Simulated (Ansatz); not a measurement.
H2S3. The state is a singlet with charge 0. Geometry r2SCAN-D4/def2-TZVP.

Cartesian coordinates in Å:
```
S -1.656 -0.250 0.109
S 0.154 -0.682 -0.767
S 1.608 0.463 0.130
H -1.993 0.818 -0.643
H 1.887 -0.349 1.171
```

(1) Estimate the orbital energies around the gap (eV) in Ansatz with HF/6-31G, HF/def2-TZVP, PBE-D4/def2-SVP, r2SCAN-D4/def2-TZVP, r2SCAN0-D4/def2-TZVP.

Answers

(1) 
| orbital | HF/6-31G | HF/def2-TZVP | PBE-D4/def2-SVP | r2SCAN-D4/def2-TZVP | r2SCAN0-D4/def2-TZVP |
| --- | --- | --- | --- | --- | --- |
| HOMO−5 | -15.21 | -15.02 | -10.06 | -10.56 | -11.86 |
| HOMO−4 | -14.28 | -14.14 | -9.55 | -10.02 | -11.26 |
| HOMO−3 | -13.73 | -13.52 | -8.96 | -9.41 | -10.65 |
| HOMO−2 | -10.92 | -10.49 | -6.45 | -6.88 | -7.96 |
| HOMO−1 | -10.82 | -10.40 | -6.23 | -6.66 | -7.77 |
| HOMO | -10.72 | -10.33 | -6.12 | -6.54 | -7.68 |
| LUMO | 1.61 | 2.39 | -2.02 | -2.13 | -1.26 |
| LUMO+1 | 3.02 | 3.22 | -1.20 | -1.34 | -0.45 |
| LUMO+2 | 4.16 | 3.24 | -0.27 | -0.43 | 0.34 |
| LUMO+3 | 4.87 | 4.24 | 0.28 | 0.33 | 1.15 |
| LUMO+4 | 11.60 | 7.99 | 7.17 | 4.09 | 4.90 |
| LUMO+5 | 12.93 | 8.04 | 7.78 | 4.57 | 5.24 |
